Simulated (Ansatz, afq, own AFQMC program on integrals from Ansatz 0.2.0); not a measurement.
# AlP, triplet: AFQMC among the cluster methods

```tsv
atom	x (Å)	y (Å)	z (Å)
Al	0.0000	0.0000	0.0000
P	0.0000	0.0000	7.5460
```

Basis 6-31G. Only valence electrons are correlated. Integrals, coupled cluster, full CI and functionals: Ansatz 0.2.0; the random walks run on the same integrals in our own AFQMC program. ph-AFQMC/CISD is guided by a CISD state made of CCSD amplitudes; releasing the constraint for a short imaginary time cuts its bias at the price of noise, slowly where states lie close. Error bars are statistical, one sigma.

Determinant: UHF, the one that the program's search chose, which needn't be the lowest solution. The geometry is a point of a scan.

Full CI on the same integrals is exact in this basis and with this determinant's frozen core.

Cautions: lower spins were not checked; unrestricted determinant spin contaminated (⟨S²⟩ 3.00 against 2.00); the next higher spin lies close (within 5 meV by full CI).

```
T1 diagnostic                               : 0.0062
weight of the determinant in the CISD state : 0.941
⟨S²⟩ of the determinant                     : 3.000
size of the correlated space                : 8 electrons in 16 orbitals
```

```csv
level,correlation energy (eV)
MP2,-0.7722
CCSD,-1.2253
CCSD(T),-1.2309
```

Question: Estimate where AFQMC with the constraint released lies against CCSD(T) on the same integrals.

Answer: 1.9 ± 0.3 meV below CCSD(T).

Reference: full CI, correlation energy -1.233 eV. The released energy is read at 2.40 1/Eh (meV from the phaseless value at times in 1/Eh: -0.2 ± 0.3 at 0.24, -0.2 ± 0.3 at 0.51, -0.63 ± 0.22 at 0.99, -1.1 ± 0.3 at 1.62, -0.9 ± 0.3 at 2.40). The cautions show a poor starting determinant, so the rows tell how each method copes with it here, and full CI is the sure value.

| level | E − E(reference) (meV) | share of correlation (%) |
| --- | --- | --- |
| CCSD(T) | 2.3 | 99.81 |
| CCSDT | -0.1 | 100.01 |
| CCSDT(Q) | 0.0 | 100.00 |
| CCSDTQ | 0.0 | 100.00 |
| ph-AFQMC/CISD | 1.4 ± 0.3 | 99.89 |
| released AFQMC | 0.5 ± 0.3 | 99.96 |

CCSDT and higher add their correlation energy to the determinant of the CCSD(T) run, since their own runs factorise the integrals more tightly (a shift of under 2 meV). Released energies are given only where the last usable release times agree within the noise; a slower fall can still hide under it.
